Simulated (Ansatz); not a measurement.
This geometry of BFH4S (7 atoms, charge 0, multiplicity 1) is a first-order saddle point.

Level of theory: Ansatz 0.2.0, RKS LDA/def2-SVP.

```xyz
7
Properties=species:S:1:pos:R:3
B 0.026 0.269 0.173
H -0.176 -0.449 1.247
F 1.242 0.040 -0.344
H -0.994 0.186 -0.494
S -0.126 2.157 0.974
H 1.135 2.177 1.505
H -0.204 0.685 1.556
```

(1) Which two structures does it join? (They come from a converged band through this point; their orientation in space is the band's.)

(2) How far does it lie above each of them?

Results:

(1) Bonds broken: B1–H2, S5–H7. Bonds formed: H2–H7. BFH4S becomes BFH2S + H2.

Initial state:

```xyz
7
Properties=species:S:1:pos:R:3
B 0.122 -0.005 0.082
H 0.261 -0.679 1.102
F 1.158 0.007 -0.786
H -1.010 0.111 -0.397
S 0.112 1.984 0.916
H 1.107 1.944 1.857
H -0.848 1.703 1.845
```

Final state:

```xyz
7
Properties=species:S:1:pos:R:3
B 0.123 0.804 -0.190
H -0.470 -0.831 2.038
F 1.176 0.007 -0.177
H -0.895 0.463 -0.766
S 0.171 2.412 0.588
H 1.448 2.278 1.061
H -0.651 -0.069 2.063
```

(2) 7.4 kcal/mol above the first and 16.0 kcal/mol above the second. This is the barrier of this one path; another mechanism may lie lower. The orbitals stay closed-shell, which can raise the energy where a bond breaks towards radicals; this wasn't checked here.

Time of the run: 53 s on 1 thread of Arm Neoverse V1 (shared host), peak memory 0.11 GiB.
